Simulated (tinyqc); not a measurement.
Inside a calculation (part 2 of 3). Method: UHF in the sto-6g basis, for CH+, spin multiplicity 1. Computed by tinyqc, a small Python program that keeps every step (integrals from PySCF). Command: `OMP_NUM_THREADS=1 python tinyqc.py 25450 25451 out.jsonl` (the two numbers bound the seeds that draw the settings). One thread of a shared host (Intel(R) Xeon(R) Processor @ 2.60GHz), about 0.1 s of CPU time with the checks.

Geometry (angstrom):
```
atom       x       y       z
C     0.0000  0.0000  0.0000
H     0.0000  0.0000  1.0070
```

## Iteration 3: DIIS over 2 matrices

error matrix X^T (FDS - SDF) X (alpha):
$$\begin{pmatrix}
0.0000 & -0.0002 & -0.0001 & 0.0005 & 0.0001 & -0.0006 \\
0.0002 & 0.0000 & 0.0031 & -0.0100 & -0.0014 & 0.0093 \\
0.0001 & -0.0031 & 0.0000 & 0.0000 & 0.0025 & 0.0002 \\
-0.0005 & 0.0100 & 0.0000 & 0.0000 & -0.0079 & -0.0006 \\
-0.0001 & 0.0014 & -0.0025 & 0.0079 & 0.0000 & 0.0091 \\
0.0006 & -0.0093 & -0.0002 & 0.0006 & -0.0091 & 0.0000
\end{pmatrix}$$

B (overlaps of the stored error matrices):
$$\begin{pmatrix}
3.4272411e-02 & 5.4589228e-03 \\
5.4589228e-03 & 1.4000806e-03
\end{pmatrix}$$

Minimise |sum c_i e_i|^2 with sum c_i = 1: solve [B -1; -1 0][c; lambda] = [0; -1] with B_ij = tr e_i^T e_j summed over both spins, and take F = sum c_i F_i.

DIIS coefficients: [-0.1640, 1.1640]

extrapolated F(alpha) (hartree), order 1C 1s, 1C 2s, 1C 2px, 1C 2py, 1C 2pz, 2H 1s:
$$\begin{pmatrix}
-11.8694 & -3.0105 & -0.0006 & 0.0019 & -0.0218 & -0.9720 \\
-3.0105 & -1.8804 & -0.0329 & 0.1047 & -0.1363 & -1.0535 \\
-0.0006 & -0.0329 & -0.3104 & 0.0084 & 0.0338 & 0.0024 \\
0.0019 & 0.1047 & 0.0084 & -0.3345 & -0.1073 & -0.0075 \\
-0.0218 & -0.1363 & 0.0338 & -0.1073 & -0.8379 & -0.7424 \\
-0.9720 & -1.0535 & 0.0024 & -0.0075 & -0.7424 & -1.0142
\end{pmatrix}$$

extrapolated F(beta) (hartree), order 1C 1s, 1C 2s, 1C 2px, 1C 2py, 1C 2pz, 2H 1s:
$$\begin{pmatrix}
-11.8694 & -3.0105 & 0.0006 & -0.0019 & -0.0218 & -0.9720 \\
-3.0105 & -1.8804 & 0.0329 & -0.1047 & -0.1363 & -1.0535 \\
0.0006 & 0.0329 & -0.3104 & 0.0084 & -0.0338 & -0.0024 \\
-0.0019 & -0.1047 & 0.0084 & -0.3345 & 0.1073 & 0.0075 \\
-0.0218 & -0.1363 & -0.0338 & 0.1073 & -0.8379 & -0.7424 \\
-0.9720 & -1.0535 & -0.0024 & 0.0075 & -0.7424 & -1.0142
\end{pmatrix}$$

## Iteration 3: diagonalisation and new density

X, order 1C 1s, 1C 2s, 1C 2px, 1C 2py, 1C 2pz, 2H 1s:
$$\begin{pmatrix}
1.0245 & -0.1400 & 0.0000 & 0.0000 & -0.0123 & 0.0239 \\
-0.1400 & 1.2182 & 0.0000 & 0.0000 & 0.1753 & -0.4392 \\
0.0000 & 0.0000 & 1.0000 & 0.0000 & 0.0000 & 0.0000 \\
0.0000 & 0.0000 & 0.0000 & 1.0000 & 0.0000 & 0.0000 \\
-0.0123 & 0.1753 & 0.0000 & 0.0000 & 1.1577 & -0.3960 \\
0.0239 & -0.4392 & 0.0000 & 0.0000 & -0.3960 & 1.3475
\end{pmatrix}$$

Diagonalise F' = X^T F X, C = X C', fill 3 alpha and 3 beta electrons from the bottom; D(s) = C_occ C_occ^T. Each column has its largest component positive (the first on a tie).

F' = X^T F X (alpha) (hartree):
$$\begin{pmatrix}
-11.6714 & -1.4407 & 0.0036 & -0.0116 & -0.0250 & -0.1915 \\
-1.4407 & -1.1526 & -0.0352 & 0.1118 & 0.1167 & -0.5372 \\
0.0036 & -0.0352 & -0.3104 & 0.0084 & 0.0324 & 0.0043 \\
-0.0116 & 0.1118 & 0.0084 & -0.3345 & -0.1029 & -0.0136 \\
-0.0250 & 0.1167 & 0.0324 & -0.1029 & -0.5659 & -0.5585 \\
-0.1915 & -0.5372 & 0.0043 & -0.0136 & -0.5585 & -0.3497
\end{pmatrix}$$

orbital energies (alpha) (hartree): MO1 -11.8712, MO2 -1.3044, MO3 -0.9020, MO4 -0.3077, MO5 -0.2935, MO6 0.2943

coefficients C (alpha), order 1C 1s, 1C 2s, 1C 2px, 1C 2py, 1C 2pz, 2H 1s:
$$\begin{pmatrix}
0.9966 & -0.2127 & 0.1325 & 0.0000 & -0.0474 & 0.1075 \\
0.0152 & 0.7275 & -0.6311 & 0.0000 & 0.2156 & -0.8678 \\
0.0001 & 0.0148 & -0.0781 & 0.9539 & -0.2894 & -0.0027 \\
-0.0003 & -0.0471 & 0.2483 & 0.3002 & 0.9198 & 0.0085 \\
0.0046 & 0.2590 & 0.6710 & 0.0000 & -0.1587 & -0.9927 \\
-0.0053 & 0.3238 & 0.3261 & 0.0000 & -0.0843 & 1.3957
\end{pmatrix}$$

F' = X^T F X (beta) (hartree):
$$\begin{pmatrix}
-11.6714 & -1.4407 & -0.0036 & 0.0116 & -0.0250 & -0.1915 \\
-1.4407 & -1.1526 & 0.0352 & -0.1118 & 0.1167 & -0.5372 \\
-0.0036 & 0.0352 & -0.3104 & 0.0084 & -0.0324 & -0.0043 \\
0.0116 & -0.1118 & 0.0084 & -0.3345 & 0.1029 & 0.0136 \\
-0.0250 & 0.1167 & -0.0324 & 0.1029 & -0.5659 & -0.5585 \\
-0.1915 & -0.5372 & -0.0043 & 0.0136 & -0.5585 & -0.3497
\end{pmatrix}$$

orbital energies (beta) (hartree): MO1 -11.8712, MO2 -1.3044, MO3 -0.9020, MO4 -0.3077, MO5 -0.2935, MO6 0.2943

coefficients C (beta), order 1C 1s, 1C 2s, 1C 2px, 1C 2py, 1C 2pz, 2H 1s:
$$\begin{pmatrix}
0.9966 & -0.2127 & 0.1325 & 0.0000 & 0.0474 & 0.1075 \\
0.0152 & 0.7275 & -0.6311 & 0.0000 & -0.2156 & -0.8678 \\
-0.0001 & -0.0148 & 0.0781 & 0.9539 & -0.2894 & 0.0027 \\
0.0003 & 0.0471 & -0.2483 & 0.3002 & 0.9198 & -0.0085 \\
0.0046 & 0.2590 & 0.6710 & 0.0000 & 0.1587 & -0.9927 \\
-0.0053 & 0.3238 & 0.3261 & 0.0000 & 0.0843 & 1.3957
\end{pmatrix}$$

D(alpha) after iteration 3, order 1C 1s, 1C 2s, 1C 2px, 1C 2py, 1C 2pz, 2H 1s:
$$\begin{pmatrix}
1.0561 & -0.2232 & -0.0134 & 0.0427 & 0.0384 & -0.0309 \\
-0.2232 & 0.9277 & 0.0601 & -0.1910 & -0.2350 & 0.0297 \\
-0.0134 & 0.0601 & 0.0063 & -0.0201 & -0.0486 & -0.0207 \\
0.0427 & -0.1910 & -0.0201 & 0.0639 & 0.1544 & 0.0657 \\
0.0384 & -0.2350 & -0.0486 & 0.1544 & 0.5174 & 0.3026 \\
-0.0309 & 0.0297 & -0.0207 & 0.0657 & 0.3026 & 0.2112
\end{pmatrix}$$

D(beta) after iteration 3, order 1C 1s, 1C 2s, 1C 2px, 1C 2py, 1C 2pz, 2H 1s:
$$\begin{pmatrix}
1.0561 & -0.2232 & 0.0134 & -0.0427 & 0.0384 & -0.0309 \\
-0.2232 & 0.9277 & -0.0601 & 0.1910 & -0.2350 & 0.0297 \\
0.0134 & -0.0601 & 0.0063 & -0.0201 & 0.0486 & 0.0207 \\
-0.0427 & 0.1910 & -0.0201 & 0.0639 & -0.1544 & -0.0657 \\
0.0384 & -0.2350 & 0.0486 & -0.1544 & 0.5174 & 0.3026 \\
-0.0309 & 0.0297 & 0.0207 & -0.0657 & 0.3026 & 0.2112
\end{pmatrix}$$

## Iteration 4: building the Fock matrix

core Hamiltonian H = T + V (hartree), order 1C 1s, 1C 2s, 1C 2px, 1C 2py, 1C 2pz, 2H 1s:
$$\begin{pmatrix}
-18.4648 & -4.2390 & 0.0000 & 0.0000 & -0.0209 & -1.3707 \\
-4.2390 & -5.1719 & 0.0000 & 0.0000 & -0.1928 & -2.5861 \\
0.0000 & 0.0000 & -4.1362 & 0.0000 & 0.0000 & 0.0000 \\
0.0000 & 0.0000 & 0.0000 & -4.1362 & 0.0000 & 0.0000 \\
-0.0209 & -0.1928 & 0.0000 & 0.0000 & -4.2823 & -2.0637 \\
-1.3707 & -2.5861 & 0.0000 & 0.0000 & -2.0637 & -3.5296
\end{pmatrix}$$

Two-electron integrals (ij|kl) in chemists' order, unique and non-zero (hartree):
```
(11|11) 3.5437   (21|11) 0.5295   (21|21) 0.1003   (22|11) 0.8536
(22|21) 0.1999   (22|22) 0.6248   (31|31) 0.0213   (32|31) 0.0319
(32|32) 0.1381   (33|11) 0.8536   (33|21) 0.1999   (33|22) 0.6248
(33|33) 0.6732   (41|41) 0.0213   (42|41) 0.0319   (42|42) 0.1381
(43|43) 0.0363   (44|11) 0.8536   (44|21) 0.1999   (44|22) 0.6248
(44|33) 0.6007   (44|44) 0.6732   (51|51) 0.0213   (52|51) 0.0319
(52|52) 0.1381   (53|53) 0.0363   (54|54) 0.0363   (55|11) 0.8536
(55|21) 0.1999   (55|22) 0.6248   (55|33) 0.6007   (55|44) 0.6007
(55|55) 0.6732   (61|11) 0.1797   (61|21) 0.0327   (61|22) 0.0639
(61|33) 0.0637   (61|44) 0.0637   (61|51) 0.0021   (61|52) 0.0041
(61|55) 0.0644   (61|61) 0.0110   (62|11) 0.3771   (62|21) 0.0894
(62|22) 0.3013   (62|33) 0.2947   (62|44) 0.2947   (62|51) 0.0090
(62|52) 0.0566   (62|55) 0.3145   (62|61) 0.0299   (62|62) 0.1820
(63|31) 0.0103   (63|32) 0.0504   (63|53) 0.0114   (63|63) 0.0241
(64|41) 0.0103   (64|42) 0.0504   (64|54) 0.0114   (64|64) 0.0241
(65|11) 0.3025   (65|21) 0.0728   (65|22) 0.2600   (65|33) 0.2469
(65|44) 0.2469   (65|51) 0.0167   (65|52) 0.0962   (65|55) 0.2863
(65|61) 0.0257   (65|62) 0.1870   (65|65) 0.2129   (66|11) 0.5086
(66|21) 0.1228   (66|22) 0.4644   (66|33) 0.4399   (66|44) 0.4399
(66|51) 0.0170   (66|52) 0.1371   (66|55) 0.5134   (66|61) 0.0421
(66|62) 0.3404   (66|65) 0.3887   (66|66) 0.7750
```

nuclear repulsion = 3.152992 hartree

J_ij = sum D_kl (ij|kl) with D = D(alpha) + D(beta), K_ij = sum D_kl (ik|jl) for each spin; F = H + J - K(s); E = tr D H + tr D J / 2 - 0.5 sum_s tr D(s) K(s) + E_nn.

Coulomb J (hartree), order 1C 1s, 1C 2s, 1C 2px, 1C 2py, 1C 2pz, 2H 1s:
$$\begin{pmatrix}
10.2027 & 1.7812 & 0.0000 & 0.0000 & 0.0016 & 0.5921 \\
1.7812 & 4.0568 & 0.0000 & 0.0000 & 0.0556 & 1.9790 \\
0.0000 & 0.0000 & 4.0023 & -0.0029 & 0.0000 & 0.0000 \\
0.0000 & 0.0000 & -0.0029 & 4.0106 & 0.0000 & 0.0000 \\
0.0016 & 0.0556 & 0.0000 & 0.0000 & 4.1575 & 1.7404 \\
0.5921 & 1.9790 & 0.0000 & 0.0000 & 1.7404 & 3.1262
\end{pmatrix}$$

exchange K(alpha) (hartree), order 1C 1s, 1C 2s, 1C 2px, 1C 2py, 1C 2pz, 2H 1s:
$$\begin{pmatrix}
3.6061 & 0.5526 & 0.0007 & -0.0021 & 0.0020 & 0.1933 \\
0.5526 & 0.7626 & 0.0356 & -0.1131 & 0.0003 & 0.4462 \\
0.0007 & 0.0356 & 0.1761 & -0.0128 & -0.0363 & -0.0024 \\
-0.0021 & -0.1131 & -0.0128 & 0.2127 & 0.1153 & 0.0076 \\
0.0020 & 0.0003 & -0.0363 & 0.1153 & 0.7101 & 0.4176 \\
0.1933 & 0.4462 & -0.0024 & 0.0076 & 0.4176 & 0.6095
\end{pmatrix}$$

exchange K(beta) (hartree), order 1C 1s, 1C 2s, 1C 2px, 1C 2py, 1C 2pz, 2H 1s:
$$\begin{pmatrix}
3.6061 & 0.5526 & -0.0007 & 0.0021 & 0.0020 & 0.1933 \\
0.5526 & 0.7626 & -0.0356 & 0.1131 & 0.0003 & 0.4462 \\
-0.0007 & -0.0356 & 0.1761 & -0.0128 & 0.0363 & 0.0024 \\
0.0021 & 0.1131 & -0.0128 & 0.2127 & -0.1153 & -0.0076 \\
0.0020 & 0.0003 & 0.0363 & -0.1153 & 0.7101 & 0.4176 \\
0.1933 & 0.4462 & 0.0024 & -0.0076 & 0.4176 & 0.6095
\end{pmatrix}$$

F(alpha) (hartree), order 1C 1s, 1C 2s, 1C 2px, 1C 2py, 1C 2pz, 2H 1s:
$$\begin{pmatrix}
-11.8682 & -3.0104 & -0.0007 & 0.0021 & -0.0214 & -0.9719 \\
-3.0104 & -1.8777 & -0.0356 & 0.1131 & -0.1375 & -1.0532 \\
-0.0007 & -0.0356 & -0.3100 & 0.0099 & 0.0363 & 0.0024 \\
0.0021 & 0.1131 & 0.0099 & -0.3383 & -0.1153 & -0.0076 \\
-0.0214 & -0.1375 & 0.0363 & -0.1153 & -0.8349 & -0.7409 \\
-0.9719 & -1.0532 & 0.0024 & -0.0076 & -0.7409 & -1.0129
\end{pmatrix}$$

F(beta) (hartree), order 1C 1s, 1C 2s, 1C 2px, 1C 2py, 1C 2pz, 2H 1s:
$$\begin{pmatrix}
-11.8682 & -3.0104 & 0.0007 & -0.0021 & -0.0214 & -0.9719 \\
-3.0104 & -1.8777 & 0.0356 & -0.1131 & -0.1375 & -1.0532 \\
0.0007 & 0.0356 & -0.3100 & 0.0099 & -0.0363 & -0.0024 \\
-0.0021 & -0.1131 & 0.0099 & -0.3383 & 0.1153 & 0.0076 \\
-0.0214 & -0.1375 & -0.0363 & 0.1153 & -0.8349 & -0.7409 \\
-0.9719 & -1.0532 & -0.0024 & 0.0076 & -0.7409 & -1.0129
\end{pmatrix}$$

total energy of this density = -37.810157 hartree

## Iteration 4: DIIS over 3 matrices

error matrix X^T (FDS - SDF) X (alpha):
$$\begin{pmatrix}
0.0000 & -0.0001 & -0.0003 & 0.0011 & -0.0001 & 0.0000 \\
0.0001 & 0.0000 & 0.0030 & -0.0094 & -0.0001 & 0.0008 \\
0.0003 & -0.0030 & 0.0000 & 0.0000 & 0.0025 & 0.0004 \\
-0.0011 & 0.0094 & 0.0000 & 0.0000 & -0.0078 & -0.0014 \\
0.0001 & 0.0001 & -0.0025 & 0.0078 & 0.0000 & -0.0005 \\
0.0000 & -0.0008 & -0.0004 & 0.0014 & 0.0005 & 0.0000
\end{pmatrix}$$

B (overlaps of the stored error matrices):
$$\begin{pmatrix}
3.4272411e-02 & 5.4589228e-03 & 7.4998279e-04 \\
5.4589228e-03 & 1.4000806e-03 & 7.0487601e-04 \\
7.4998279e-04 & 7.0487601e-04 & 6.7402320e-04
\end{pmatrix}$$

As before.

DIIS coefficients: [0.2796, -2.0153, 2.7357]

extrapolated F(alpha) (hartree), order 1C 1s, 1C 2s, 1C 2px, 1C 2py, 1C 2pz, 2H 1s:
$$\begin{pmatrix}
-11.8664 & -3.0104 & -0.0008 & 0.0024 & -0.0207 & -0.9718 \\
-3.0104 & -1.8733 & -0.0402 & 0.1278 & -0.1396 & -1.0528 \\
-0.0008 & -0.0402 & -0.3095 & 0.0124 & 0.0407 & 0.0025 \\
0.0024 & 0.1278 & 0.0124 & -0.3451 & -0.1293 & -0.0078 \\
-0.0207 & -0.1396 & 0.0407 & -0.1293 & -0.8297 & -0.7384 \\
-0.9718 & -1.0528 & 0.0025 & -0.0078 & -0.7384 & -1.0108
\end{pmatrix}$$

extrapolated F(beta) (hartree), order 1C 1s, 1C 2s, 1C 2px, 1C 2py, 1C 2pz, 2H 1s:
$$\begin{pmatrix}
-11.8664 & -3.0104 & 0.0008 & -0.0024 & -0.0207 & -0.9718 \\
-3.0104 & -1.8733 & 0.0402 & -0.1278 & -0.1396 & -1.0528 \\
0.0008 & 0.0402 & -0.3095 & 0.0124 & -0.0407 & -0.0025 \\
-0.0024 & -0.1278 & 0.0124 & -0.3451 & 0.1293 & 0.0078 \\
-0.0207 & -0.1396 & -0.0407 & 0.1293 & -0.8297 & -0.7384 \\
-0.9718 & -1.0528 & -0.0025 & 0.0078 & -0.7384 & -1.0108
\end{pmatrix}$$

## Iteration 4: diagonalisation and new density

As before.

F' = X^T F X (alpha) (hartree):
$$\begin{pmatrix}
-11.6681 & -1.4420 & 0.0044 & -0.0140 & -0.0235 & -0.1914 \\
-1.4420 & -1.1439 & -0.0428 & 0.1361 & 0.1130 & -0.5388 \\
0.0044 & -0.0428 & -0.3095 & 0.0124 & 0.0391 & 0.0048 \\
-0.0140 & 0.1361 & 0.0124 & -0.3451 & -0.1242 & -0.0154 \\
-0.0235 & 0.1130 & 0.0391 & -0.1242 & -0.5592 & -0.5556 \\
-0.1914 & -0.5388 & 0.0048 & -0.0154 & -0.5556 & -0.3470
\end{pmatrix}$$

orbital energies (alpha) (hartree): MO1 -11.8681, MO2 -1.3013, MO3 -0.9093, MO4 -0.3056, MO5 -0.2846, MO6 0.2960

coefficients C (alpha), order 1C 1s, 1C 2s, 1C 2px, 1C 2py, 1C 2pz, 2H 1s:
$$\begin{pmatrix}
0.9966 & -0.2132 & 0.1277 & 0.0000 & -0.0570 & 0.1077 \\
0.0152 & 0.7299 & -0.6104 & 0.0000 & 0.2588 & -0.8687 \\
0.0001 & 0.0190 & -0.0934 & 0.9539 & -0.2846 & -0.0032 \\
-0.0003 & -0.0602 & 0.2967 & 0.3002 & 0.9045 & 0.0103 \\
0.0045 & 0.2541 & 0.6653 & 0.0000 & -0.1901 & -0.9922 \\
-0.0052 & 0.3228 & 0.3223 & 0.0000 & -0.1001 & 1.3957
\end{pmatrix}$$

F' = X^T F X (beta) (hartree):
$$\begin{pmatrix}
-11.6681 & -1.4420 & -0.0044 & 0.0140 & -0.0235 & -0.1914 \\
-1.4420 & -1.1439 & 0.0428 & -0.1361 & 0.1130 & -0.5388 \\
-0.0044 & 0.0428 & -0.3095 & 0.0124 & -0.0391 & -0.0048 \\
0.0140 & -0.1361 & 0.0124 & -0.3451 & 0.1242 & 0.0154 \\
-0.0235 & 0.1130 & -0.0391 & 0.1242 & -0.5592 & -0.5556 \\
-0.1914 & -0.5388 & -0.0048 & 0.0154 & -0.5556 & -0.3470
\end{pmatrix}$$

orbital energies (beta) (hartree): MO1 -11.8681, MO2 -1.3013, MO3 -0.9093, MO4 -0.3056, MO5 -0.2846, MO6 0.2960

coefficients C (beta), order 1C 1s, 1C 2s, 1C 2px, 1C 2py, 1C 2pz, 2H 1s:
$$\begin{pmatrix}
0.9966 & -0.2132 & 0.1277 & 0.0000 & 0.0570 & 0.1077 \\
0.0152 & 0.7299 & -0.6104 & 0.0000 & -0.2588 & -0.8687 \\
-0.0001 & -0.0190 & 0.0934 & 0.9539 & -0.2846 & 0.0032 \\
0.0003 & 0.0602 & -0.2967 & 0.3002 & 0.9045 & -0.0103 \\
0.0045 & 0.2541 & 0.6653 & 0.0000 & 0.1901 & -0.9922 \\
-0.0052 & 0.3228 & 0.3223 & 0.0000 & 0.1001 & 1.3957
\end{pmatrix}$$

D(alpha) after iteration 4, order 1C 1s, 1C 2s, 1C 2px, 1C 2py, 1C 2pz, 2H 1s:
$$\begin{pmatrix}
1.0550 & -0.2184 & -0.0159 & 0.0504 & 0.0353 & -0.0329 \\
-0.2184 & 0.9056 & 0.0708 & -0.2251 & -0.2206 & 0.0388 \\
-0.0159 & 0.0708 & 0.0091 & -0.0288 & -0.0573 & -0.0240 \\
0.0504 & -0.2251 & -0.0288 & 0.0917 & 0.1821 & 0.0762 \\
0.0353 & -0.2206 & -0.0573 & 0.1821 & 0.5073 & 0.2965 \\
-0.0329 & 0.0388 & -0.0240 & 0.0762 & 0.2965 & 0.2081
\end{pmatrix}$$

D(beta) after iteration 4, order 1C 1s, 1C 2s, 1C 2px, 1C 2py, 1C 2pz, 2H 1s:
$$\begin{pmatrix}
1.0550 & -0.2184 & 0.0159 & -0.0504 & 0.0353 & -0.0329 \\
-0.2184 & 0.9056 & -0.0708 & 0.2251 & -0.2206 & 0.0388 \\
0.0159 & -0.0708 & 0.0091 & -0.0288 & 0.0573 & 0.0240 \\
-0.0504 & 0.2251 & -0.0288 & 0.0917 & -0.1821 & -0.0762 \\
0.0353 & -0.2206 & 0.0573 & -0.1821 & 0.5073 & 0.2965 \\
-0.0329 & 0.0388 & 0.0240 & -0.0762 & 0.2965 & 0.2081
\end{pmatrix}$$

## Iteration 11 (converged): orbitals

converged F(alpha) (hartree), order 1C 1s, 1C 2s, 1C 2px, 1C 2py, 1C 2pz, 2H 1s:
$$\begin{pmatrix}
-11.8607 & -3.0105 & -0.0009 & 0.0029 & -0.0170 & -0.9711 \\
-3.0105 & -1.8573 & -0.0522 & 0.1658 & -0.1491 & -1.0511 \\
-0.0009 & -0.0522 & -0.3088 & 0.0245 & 0.0543 & 0.0040 \\
0.0029 & 0.1658 & 0.0245 & -0.3790 & -0.1726 & -0.0128 \\
-0.0170 & -0.1491 & 0.0543 & -0.1726 & -0.8017 & -0.7274 \\
-0.9711 & -1.0511 & 0.0040 & -0.0128 & -0.7274 & -0.9999
\end{pmatrix}$$

converged F(beta) (hartree), order 1C 1s, 1C 2s, 1C 2px, 1C 2py, 1C 2pz, 2H 1s:
$$\begin{pmatrix}
-11.8607 & -3.0105 & 0.0009 & -0.0029 & -0.0170 & -0.9711 \\
-3.0105 & -1.8573 & 0.0522 & -0.1658 & -0.1491 & -1.0511 \\
0.0009 & 0.0522 & -0.3088 & 0.0245 & -0.0543 & -0.0040 \\
-0.0029 & -0.1658 & 0.0245 & -0.3790 & 0.1726 & 0.0128 \\
-0.0170 & -0.1491 & -0.0543 & 0.1726 & -0.8017 & -0.7274 \\
-0.9711 & -1.0511 & -0.0040 & 0.0128 & -0.7274 & -0.9999
\end{pmatrix}$$

As before.

F' = X^T F X (alpha) (hartree):
$$\begin{pmatrix}
-11.6619 & -1.4448 & 0.0058 & -0.0184 & -0.0183 & -0.1917 \\
-1.4448 & -1.1247 & -0.0556 & 0.1769 & 0.1024 & -0.5429 \\
0.0058 & -0.0556 & -0.3088 & 0.0245 & 0.0522 & 0.0068 \\
-0.0184 & 0.1769 & 0.0245 & -0.3790 & -0.1658 & -0.0216 \\
-0.0183 & 0.1024 & 0.0522 & -0.1658 & -0.5338 & -0.5504 \\
-0.1917 & -0.5429 & 0.0068 & -0.0216 & -0.5504 & -0.3368
\end{pmatrix}$$

orbital energies (alpha) (hartree): MO1 -11.8624, MO2 -1.2937, MO3 -0.9229, MO4 -0.3011, MO5 -0.2704, MO6 0.3055

coefficients C (alpha), order 1C 1s, 1C 2s, 1C 2px, 1C 2py, 1C 2pz, 2H 1s:
$$\begin{pmatrix}
0.9966 & -0.2150 & 0.1159 & 0.0000 & -0.0742 & 0.1073 \\
0.0153 & 0.7383 & -0.5612 & 0.0000 & 0.3380 & -0.8676 \\
0.0001 & 0.0264 & -0.1224 & 0.9539 & -0.2727 & -0.0046 \\
-0.0004 & -0.0838 & 0.3890 & 0.3002 & 0.8668 & 0.0148 \\
0.0041 & 0.2414 & 0.6478 & 0.0000 & -0.2504 & -0.9937 \\
-0.0051 & 0.3180 & 0.3178 & 0.0000 & -0.1356 & 1.3948
\end{pmatrix}$$

F' = X^T F X (beta) (hartree):
$$\begin{pmatrix}
-11.6619 & -1.4448 & -0.0058 & 0.0184 & -0.0183 & -0.1917 \\
-1.4448 & -1.1247 & 0.0556 & -0.1769 & 0.1024 & -0.5429 \\
-0.0058 & 0.0556 & -0.3088 & 0.0245 & -0.0522 & -0.0068 \\
0.0184 & -0.1769 & 0.0245 & -0.3790 & 0.1658 & 0.0216 \\
-0.0183 & 0.1024 & -0.0522 & 0.1658 & -0.5338 & -0.5504 \\
-0.1917 & -0.5429 & -0.0068 & 0.0216 & -0.5504 & -0.3368
\end{pmatrix}$$

orbital energies (beta) (hartree): MO1 -11.8624, MO2 -1.2937, MO3 -0.9229, MO4 -0.3011, MO5 -0.2704, MO6 0.3055

coefficients C (beta), order 1C 1s, 1C 2s, 1C 2px, 1C 2py, 1C 2pz, 2H 1s:
$$\begin{pmatrix}
0.9966 & -0.2150 & 0.1159 & 0.0000 & 0.0742 & 0.1073 \\
0.0153 & 0.7383 & -0.5612 & 0.0000 & -0.3380 & -0.8676 \\
-0.0001 & -0.0264 & 0.1224 & 0.9539 & -0.2727 & 0.0046 \\
0.0004 & 0.0838 & -0.3890 & 0.3002 & 0.8668 & -0.0148 \\
0.0041 & 0.2414 & 0.6478 & 0.0000 & 0.2504 & -0.9937 \\
-0.0051 & 0.3180 & 0.3178 & 0.0000 & 0.1356 & 1.3948
\end{pmatrix}$$

D(alpha) after iteration 11, order 1C 1s, 1C 2s, 1C 2px, 1C 2py, 1C 2pz, 2H 1s:
$$\begin{pmatrix}
1.0529 & -0.2085 & -0.0197 & 0.0627 & 0.0273 & -0.0366 \\
-0.2085 & 0.8603 & 0.0882 & -0.2802 & -0.1852 & 0.0564 \\
-0.0197 & 0.0882 & 0.0157 & -0.0498 & -0.0729 & -0.0305 \\
0.0627 & -0.2802 & -0.0498 & 0.1583 & 0.2317 & 0.0970 \\
0.0273 & -0.1852 & -0.0729 & 0.2317 & 0.4779 & 0.2826 \\
-0.0366 & 0.0564 & -0.0305 & 0.0970 & 0.2826 & 0.2022
\end{pmatrix}$$

D(beta) after iteration 11, order 1C 1s, 1C 2s, 1C 2px, 1C 2py, 1C 2pz, 2H 1s:
$$\begin{pmatrix}
1.0529 & -0.2085 & 0.0197 & -0.0627 & 0.0273 & -0.0366 \\
-0.2085 & 0.8603 & -0.0882 & 0.2802 & -0.1852 & 0.0564 \\
0.0197 & -0.0882 & 0.0157 & -0.0498 & 0.0729 & 0.0305 \\
-0.0627 & 0.2802 & -0.0498 & 0.1583 & -0.2317 & -0.0970 \\
0.0273 & -0.1852 & 0.0729 & -0.2317 & 0.4779 & 0.2826 \\
-0.0366 & 0.0564 & 0.0305 & -0.0970 & 0.2826 & 0.2022
\end{pmatrix}$$

## Convergence

Stop when the energy changes by less than 1e-08 hartree and every element of the error matrix X^T (F D S - S D F) X (for each spin) is below 3e-05.

Course of the cycle:
```
iteration  E (hartree)     change  largest element of the error matrix
1           -37.293057          -                             3.65e-01
2           -37.794780  -5.02e-01                             7.23e-02
3           -37.808626  -1.38e-02                             1.00e-02
4           -37.810157  -1.53e-03                             9.38e-03
5           -37.812776  -2.62e-03                             7.17e-03
6           -37.814452  -1.68e-03                             8.15e-03
7           -37.814387   6.56e-05                             5.15e-03
8           -37.815338  -9.52e-04                             5.87e-04
9           -37.815342  -3.41e-06                             1.71e-04
10          -37.815342  -5.12e-07                             1.81e-05
11          -37.815342  -6.11e-09                             3.43e-06
```

PySCF UHF in the same basis, after a stability check = -37.815342 hartree

Converged in 11 iterations.
